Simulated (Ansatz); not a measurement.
Ansatz (an electronic-structure program) input:

Ansatz 0.2 input:
```yaml
crystal:
  periodic: [false, false, false]
  atoms:
    - {symbol: O, position_ang: [-1.04654174, -0.38868140, -0.00062933]}
    - {symbol: C, position_ang: [-0.01375265, 0.43909737, 0.00455308]}
    - {symbol: O, position_ang: [1.14788679, 0.22368781, -0.00139048]}
    - {symbol: H, position_ang: [-0.72824441, -1.31463559, -0.01116004]}
basis:
  gaussian:
    orbitals: def2-TZVPD
hamiltonian:
  xc: {name: PBE-QIDH}
magnetization: {spin_polarized: true, initial_magnetization: 1}
correlation: {electrons: outside_noble_gas}
```

Task: Which total energy does the run end on?

Result: -188.94383 Eh (PBE-QIDH/def2-TZVPD). The basis has 126 functions.

It need not be the lowest isomer of its formula.
